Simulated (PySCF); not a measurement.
## Al: ionisation energy

Al [Ne] 3s2 3p1 (2P) → Al⁺ [Ne] 3s2 (1S), as a difference of total energies. All numbers are calculated (PySCF 2.14, the spin-free X2C one-electron Hamiltonian (Gaussian nucleus), in cc-pVDZ-DK). Correlated levels: valence: [Ne] frozen. The calculations carry no spin-orbit coupling.

```tsv
method	ionisation energy (eV)
UHF	5.574
M06-2X	5.737
TPSS	6.139
MP2 (valence)	5.725
SCS-MP2 (valence)	5.706
CCSD (valence)	5.808
CCSD(T) (valence)	5.826
```

Q: How much does correlation contribute at CCSD(T) (valence)?

A: 5.826 − (5.574) = 0.252 eV, measured against UHF.

Errors of the correlated levels include the incompleteness of this basis and the frozen core.

For comparison: 5.977 eV (measured; NIST levels, between the centres of gravity of the two terms).
